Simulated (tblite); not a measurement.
Species: C2F2S.
SMILES: `FC(F)=C=S`

All values are computed: GFN2-xTB (tblite) harmonic vibrations without scaling, gas phase. This tight-binding method is rough: wavenumbers can miss measured ones by several per cent, in bad cases by 10 to 20.

Harmonic wavenumbers (cm⁻¹): 125.4, 183.0, 322.1, 384.7, 526.4, 688.3, 1137.1, 1160.4, 1906.7.

A = 10949, B = 2119, C = 1775 MHz; mass 93.969 u (most abundant isotopes); point group C2v, symmetry number 2.

**Question.** Zero-point energy?

**Answer.** ½Σν̃ = 3217 cm⁻¹ = 9.20 kcal/mol.

**Question.** Give the ideal-gas entropy at 200 K and 1 bar in the rigid-rotor, harmonic-oscillator model (classical rotation).

**Answer.** Translation 37.58, rotation 23.89, vibration 5.36: S = 66.8 cal/(mol K).

**Question.** And Cp and H(200 K) − H(0)?

**Answer.** Cp = 15.01 cal/(mol K), of which vibrations give 7.06 (their classical limit is 9 R = 17.9); H(200 K) − H(0) = 2.25 kcal/mol without the zero-point energy, 0.66 from vibrations.

**Question.** What must be added to the electronic energy to get the Gibbs energy at 200 K and 1 bar?

**Answer.** ZPE + [H(200 K) − H(0)] − T·S = 9.20 + 2.25 − 13.36 = -1.91 kcal/mol.

**Question.** How do the functions run with temperature in this model?

**Answer.** 
```
 T (K)  S (cal/(mol K))  Cp (cal/(mol K))  H − H(0) (kcal/mol)  G − H(0) (kcal/mol)  ln q(vib)
   150             62.7              13.4                 1.54                -7.87       0.63
   250             70.3              16.3                 3.04               -14.54       1.45
298.15             73.3              17.4                 3.85               -18.00       1.86
   400             78.7              19.2                 5.72               -25.75       2.69
   600             87.0              21.6                 9.82               -42.36       4.20
   900             96.1              23.4                16.61               -69.89       6.13
```

q(vib) and H(0) count from the zero-point level.

**Question.** Blend soft modes into free rotors: weight 1/[1 + (100 cm⁻¹/ν̃)⁴] for the oscillator and the rest for a rotor with moment μB/(μ + B), μ = h/(8π²ν), B = 10⁻⁴⁴ kg m². What vibrational entropy results?

**Answer.** 5.38 cal/(mol K) in place of 5.36, which changes −T·S at 200 K by 0.00 kcal/mol.

**Question.** Which modes carry the vibrational entropy at 200 K?

**Answer.** 125.4 cm⁻¹: 2.26; 183.0 cm⁻¹: 1.58; 322.1 cm⁻¹: 0.71; 384.7 cm⁻¹: 0.50; 526.4 cm⁻¹: 0.22; 688.3 cm⁻¹: 0.08 cal/(mol K); the other 3 give 0.01 together.

Hindered rotation and anharmonicity are outside this model.

The run took 0.11 s wall on an Arm Neoverse N1 with one thread, shared host. This covers the Hessian and the dipole derivatives.
